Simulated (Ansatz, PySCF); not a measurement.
Process, species as SMILES: F[CH]F → F[CH-]F (an electron is taken up)
Geometries: B3LYP-D3(BJ)/def2-TZVP minima from Ansatz (a program for electronic structure).
Geometry of the first species:
SMILES: [CH](F)F
```xyz
4

C      0.0374     0.0032     0.5083
F     -0.0384     1.0965    -0.2444
F     -0.0849    -1.0976    -0.2269
H      0.8851    -0.0093     1.1920
```
Charge 0, spin multiplicity 2.

Quantity: adiabatic electron affinity (electronic energy difference), positive where the reaction releases energy, in eV. Correlated levels leave the core frozen unless marked. Open shells are spin-unrestricted. Spin-orbit coupling is left out. Non-relativistic unless marked X2C. Anions need diffuse functions: aug- sets have them; def2-D sets add few; the other sets have none. Basis-set limits of correlation are two-point, X^-3; Hartree-Fock from the larger set. [CCSD(T)-MP2]/basis is that difference in the basis named.

```csv
level,program,adiabatic electron affinity (eV)
PBE-D4/def2-TZVPD,Ansatz + dftd4,0.59
BHLYP-D3(BJ)/def2-TZVPD,Ansatz + dftd3,0.31
r2SCANh-D4/def2-TZVPD,Ansatz + dftd4,?
PW6B95/def2-TZVPD,PySCF,?
X2C-CCSD(T)/cc-pVTZ-DK,Ansatz,0.12
"RI-MP2/CBS(aug-cc-pVTZ,aug-cc-pVQZ)+[CCSD(T)-MP2]/aug-cc-pVTZ",Ansatz,?
```

Task: Complete the blanks.

Result: 
- r2SCANh-D4/def2-TZVPD, adiabatic electron affinity (eV): 0.32
- PW6B95/def2-TZVPD, adiabatic electron affinity (eV): 0.56
- RI-MP2/CBS(aug-cc-pVTZ,aug-cc-pVQZ)+[CCSD(T)-MP2]/aug-cc-pVTZ, adiabatic electron affinity (eV): 0.69
